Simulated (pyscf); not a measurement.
HC≡C–CH₂–CH=CH₂ (SMILES C#CCC=C) → HC≡CH (SMILES C#C) + H₂C=C=CH₂ (SMILES C=C=C) (elimination; singlet surface; C–C, C–H broken, C–H formed). PySCF, gas phase, ωB97X-D3(BJ)/def2-SVP geometries. Correlated levels are frozen-core, on RHF or UHF. ΔMP2 is the change of the MP2 total energy from the triple- to the quadruple-zeta basis. Energies in eV from the reactant's lowest minimum found.

| level | barrier | reaction energy |
|---|---|---|
| r²SCAN/def2-TZVP | 2.69 | +1.59 |
| B3LYP-D3(BJ)/def2-TZVP | 2.86 | +1.53 |
| ωB97M-D3(BJ)/def2-TZVP | 3.10 | +1.60 |
| HF/def2-TZVP | 4.19 | +1.50 |
| CCSD/def2-TZVPP | 3.33 | +1.62 |
| CCSD(T)/def2-TZVPP | 3.05 | +1.61 |
| CCSD(T)/def2-TZVPP + ΔMP2(QZVPP) | 3.04 | +1.62 |

Of the functionals in the table, ωB97M-D3(BJ) is closest to CCSD(T)/def2-TZVPP + ΔMP2(QZVPP) in the barrier (0.05 eV apart) and r²SCAN least close (0.36 eV); that level has limits of its own. HC≡C–CH₂–CH=CH₂ lies 0.32 eV over its isomer cyclic C₅H₆ (SMILES C=C1C=CC1), and others may lie lower still (electronic energy, ωB97M-D3(BJ)). One saddle was located; it need not be the lowest between these sides. The CCSD(T) − MP2 part came from Ansatz, without density fitting, on the same reference.
